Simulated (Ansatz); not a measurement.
Total energies of Na₃ (the lowest doublet isomer of a short search) from Ansatz at PBE0/def2-TZVPD, gas phase (1 Eh = 27.2114 eV = 2625.5 kJ/mol). The reference geometry is relaxed at B3LYP/def2-TZVP.

```xyz
3

Na    1.891   -1.558   -0.312
Na   -0.932   -0.630    0.940
Na   -0.959    2.188   -0.627
```

| state | geometry | energy (Eh) |
| --- | --- | --- |
| charge 0 doublet | reference | -486.56398 |
| charge -1 singlet | reference | -486.58897 |
| charge -1 singlet | relaxed at B3LYP/def2-TZVPD | -486.60082 |

Other spin states of the ions weren't run at this level and may lie lower.

(1) Work out the vertical electron affinity, to the singlet.

(2) How much does the charge -1 singlet relax, and what is the adiabatic electron affinity?

(1) E(charge 0 doublet) − E(charge -1 singlet) = -486.56398 − (-486.58897) = 0.02499 Eh = 0.68 eV.

(2) Relaxation: -486.58897 − (-486.60082) = 0.01185 Eh = 0.32 eV. Adiabatic electron affinity: 0.03684 Eh = 1.00 eV, without zero-point energy. 

The restricted singlet is unstable towards broken spin symmetry in Hartree–Fock (as tested in another run); at PBE0/def2-TZVPD this wasn't settled. At PBE0/def2-TZVPD the highest occupied level of the charge -1 singlet lies above zero (up to 0.21 eV). By energy differences its removal costs 0.68 eV (vertical, to the charge 0 doublet, at PBE0/def2-TZVPD); a positive level beside a positive removal energy at the same level points to self-interaction error. 

The structure comes from a short search, and lower isomers may exist.
